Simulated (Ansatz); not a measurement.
Reaction (atomization): `C[Si]F` → C• + F• + 3 H• + Si•

Program: Ansatz. Geometries: PBE0-D4/def2-TZVP. ΔE: electronic, gas phase. CBS: def2 TZ/QZ extrapolation, frozen cores. Functionals use def2-TZVPP. B3LYP here is the variant with VWN-RPA as its local correlation; programs differ in this. HSE06 is defined as in plane-wave codes. No spin–orbit coupling; open shells (•) take unrestricted orbitals. Spin–orbit coupling would lower the free atoms: a little for C, F, Si.

`C[Si]F`:

Z-matrix (Å, degrees):
```
C
Si 1 1.886
H 1 1.097 2 109.6
H 1 1.092 2 112.7 3 -121.4
H 1 1.097 2 109.8 3 116.9
F 2 1.620 1 98.3 3 -59.0
```

Question: What is ΔE at CCSD(T)/CBS? (An estimate is asked.)

Answer: Ansatz gave: +528.2 kcal/mol.

Question: What do these levels give: HSE06-D4, BHLYP-D4, ωB97M-V, B2PLYP, B3LYP, r2SCANh, r2SCAN0, HSE06, HF/def2-SVP, MP2/def2-TZVPP, CCSD/def2-TZVPP, CCSD/cc-pV(Q+d)Z? (Best estimate.)

Answer: Ansatz gave: HSE06-D4 523.8, BHLYP-D4 511.0, ωB97M-V 530.5, B2PLYP 521.9, B3LYP 523.1, r2SCANh 521.3, r2SCAN0 516.2, HSE06 522.3, HF/def2-SVP 387.3, MP2/def2-TZVPP 521.8, CCSD/def2-TZVPP 507.0, CCSD/cc-pV(Q+d)Z 515.1 kcal/mol.

Largest T1 diagnostic among the species: 0.014.

Leaving LDA and LC-ωPBE aside and taking each functional with its dispersion term where it has one, the values, not all of them listed here, spread over 22.7 kcal/mol, from BHLYP-D4 to PBE-D4. LDA lies +65.8 kcal/mol from PBE without D4, its usual overbinding. From BLYP to BHLYP (50 % exact exchange), in def2-TZVPP and without D4, ΔE moves by −13.7 kcal/mol: exact exchange takes away binding that semilocal exchange gives to molecules. At CCSD(T), def2-SVP lies −34.9 kcal/mol from the extrapolated value and def2-TZVPP −14.2 kcal/mol: correlation converges slowly with the basis, and small sets miss more of it in the bonded molecule than in its fragments.
